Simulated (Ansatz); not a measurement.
C$_{2}$H$_{5}$F$_{2}$NO (`NCC(O)(F)F`), relaxed with RKS PBE0-D4/def2-TZVP in Ansatz 0.2.0 from a PBE-D4/def2-SVP geometry. The force threshold is 0.005 eV/Å; the program also tests the step.

The species carries charge 0 and has multiplicity 1.

Start:

```xyz
11

N    -0.668    0.751   -0.891
C     0.548    0.067   -0.450
C     0.242   -0.565    0.919
O    -1.005   -1.082    0.949
F     0.398    0.411    1.899
F     1.159   -1.528    1.216
H    -0.744    1.680   -0.458
H    -0.691    0.881   -1.907
H     0.770   -0.762   -1.149
H     1.458    0.701   -0.365
H    -1.467   -0.553    0.237
```

| step | energy (eV) | largest force (eV/Å) | largest move (Å) |
| --- | --- | --- | --- |
| 1 | -11120.1161 | 0.669 | 0.000 |
| 2 | -11120.1608 | 0.325 | 0.022 |
| 3 | -11120.1714 | 0.102 | 0.031 |
| 4 | -11120.1731 | 0.047 | 0.020 |
| 5 | -11120.1740 | 0.026 | 0.023 |
| 6 | -11120.1743 | 0.020 | 0.009 |
| 7 | -11120.1747 | 0.024 | 0.024 |
| 8 (rejected) | -11120.1747 | 0.032 | 0.013 |
| 9 | -11120.1748 | 0.045 | 0.006 |
| 10 | -11120.1748 | 0.008 | 0.006 |
| 11 | -11120.1748 | 0.002 | 0.001 |

End:

```xyz
11

N    -0.640    0.789   -0.890
C     0.541    0.063   -0.457
C     0.239   -0.555    0.900
O    -0.976   -1.131    0.947
F     0.338    0.422    1.859
F     1.175   -1.470    1.219
H    -0.686    1.707   -0.465
H    -0.663    0.905   -1.892
H     0.727   -0.760   -1.148
H     1.455    0.661   -0.375
H    -1.510   -0.631    0.302
```

Run time 42 s (4 threads of an Arm Neoverse V1 on a shared host); peak host memory 0.51 GiB.
